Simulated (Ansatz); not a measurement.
dimethyl sulfide (SMILES CSC) at its CCSD(T)/cc-pV(T+d)Z minimum, average atomic masses, point group C2v.
(charge 0, multiplicity 1):
```xyz
9

C      1.269     0.145     0.767
S      0.017     0.262    -0.535
C     -1.302    -0.663     0.290
H      1.529    -0.896     0.964
H      2.156     0.670     0.416
H      0.919     0.617     1.686
H     -0.988    -1.687     0.497
H     -2.157    -0.685    -0.385
H     -1.598    -0.173     1.219
```

Frozen-core correlation.

Codes used: Ansatz (a quantum-chemistry and plane-wave program). Values without a source in brackets are computed.

Harmonic frequencies (cm⁻¹): 175 186 262 708 762 911 954 990 1050 1344 1368 1469 1478 1486 1494 3035 3038 3113 3121 3138 3139.

**Question.** Work out the rotational constants, the zero-point energy, and the ideal-gas entropy and heat capacity at 298.15 K and 1 bar (rigid rotor, harmonic oscillator).

**Answer.** 
Principal moments 28.875, 66.057, 88.513 u Å² give 16.8576/I = 0.5838, 0.2552, 0.1905 cm⁻¹. Zero point: Σω/2 = 16611 cm⁻¹ = 47.49 kcal/mol. Translation R(1.5 ln M + 2.5 ln T − 1.1517) with M = 62.130 u: 160.35 J/(mol K). Rotation with σ = 2: q = 15694.0, S = R(ln q + 3/2) = 92.80. Vibration, summed over R(u/(eᵘ − 1) − ln(1 − e⁻ᵘ)) with u = 1.43878ω/T: 30.75, of which the lowest mode gives 9.97. S° = 283.9 J/(mol K); C_p = 4R + 38.49 = 71.75 J/(mol K).
